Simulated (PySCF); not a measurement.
Several orderings of computed values.

Each SMILES stands for a single optimised conformer of the isolated species, non-relativistic unless stated. Electronic properties by PySCF.

Dipoles, sizes and rotational constants follow the conformer. The torsions of the flexible species, by atom-mapped SMILES:
- `[CH3:1][S:2][CH2:3]/[P:4]=[CH:5]\[SiH3:6]`: C1–S2–C3–P4 -56°, S2–C3–P4–C5 -55°
- `[CH3:1][PH:2][CH2:3][CH2:4][C:5]([F:6])([F:7])[F:8]`: C1–P2–C3–C4 -171°, P2–C3–C4–C5 -178°, C3–C4–C5–F6 60°
- `[N:1]#[C:2][S:3][c:4]1[cH:5][cH:6][o:7][cH:8]1`: C2–S3–C4–C5 -166°

The conformers of `O=C1[SiH2]O[SiH2][C@@H]1CCl` aren't listed.

Question: Rank by HOMO energy, highest first (B3LYP/def2-SVPD at GFN2-xTB geometries).
A. `CPCCC(F)(F)F`
B. `N#CCC`
C. `CSC/P=C\[SiH3]`
D. `O=C1[SiH2]O[SiH2][C@@H]1CCl`
E. `N=S=O`

Answer: C (-6.22 eV), D (-6.82 eV), A (-7.01 eV), E (-8.70 eV), B (-9.18 eV).

Question: By how much do the two ends of that ranking differ?

Answer: By 2.96 eV, between `CSC/P=C\[SiH3]` and `CCC#N`.

Question: Rank by HOMO–LUMO gap, lowest first (B3LYP/def2-SVPD at GFN2-xTB geometries).
A. `CPCCC(F)(F)F`
B. `O=C1[SiH2]O[SiH2][C@@H]1CCl`
C. `CCC#N`
D. `N#CSc1ccoc1`
E. `N=S=O`
F. `CSC/P=C\[SiH3]`

Answer: F (3.98 eV), B (4.90 eV), E (5.53 eV), D (5.76 eV), A (6.97 eV), C (9.13 eV).

Question: Rank by lowest triplet excitation (Tamm–Dancoff), highest first (TDA B3LYP/def2-SVPD at GFN2-xTB geometries).
A. `CCC#N`
B. `CPCCC(F)(F)F`
C. `N=S=O`
D. `C(/[SiH3])=P/CSC`
E. `o1ccc(SC#N)c1`

Answer: A (6.54 eV), B (5.30 eV), E (3.89 eV), C (3.20 eV), D (2.67 eV).

Question: Give the two extremes of that set in kJ/mol.

Answer: `CSC/P=C\[SiH3]`: 257 kJ/mol; `CCC#N`: 631 kJ/mol.

Question: Rank by electronic spatial extent ⟨r²⟩ about the centre of nuclear charge, lowest first (B3LYP/def2-SVPD at GFN2-xTB geometries).
A. `CSC/P=C\[SiH3]`
B. `S(=O)=N`
C. `N#CSc1ccoc1`
D. `CPCCC(F)(F)F`
E. `CCC#N`

Answer: B (170 bohr²), E (308 bohr²), C (1106 bohr²), A (1195 bohr²), D (1677 bohr²).

Question: By how much do the two ends of that ranking differ?

Answer: By 1507 bohr², between `CPCCC(F)(F)F` and `N=S=O`.

Question: Rank by static isotropic polarisability, lowest first (B3LYP/def2-SVPD at GFN2-xTB geometries).
A. `CSC/P=C\[SiH3]`
B. `N=S=O`
C. `O=C1[SiH2]O[SiH2][C@@H]1CCl`
D. `CPCCC(F)(F)F`

Answer: B (31.0 au), D (79.0 au), C (101.0 au), A (111.4 au).

Question: Rank by lowest singlet excitation, lowest first (TDDFT B3LYP/def2-SVPD at GFN2-xTB geometries).
A. `CSC/P=C\[SiH3]`
B. `CCC#N`
C. `N#CSC1=COC=C1`
D. `[C@@H]1(CCl)C([SiH2]O[SiH2]1)=O`
E. `CPCCC(F)(F)F`

Answer: A (3.05 eV), D (3.31 eV), C (4.61 eV), E (6.13 eV), B (7.80 eV).

Question: By how much do the two ends of that ranking differ?

Answer: By 4.75 eV, between `CCC#N` and `CSC/P=C\[SiH3]`.
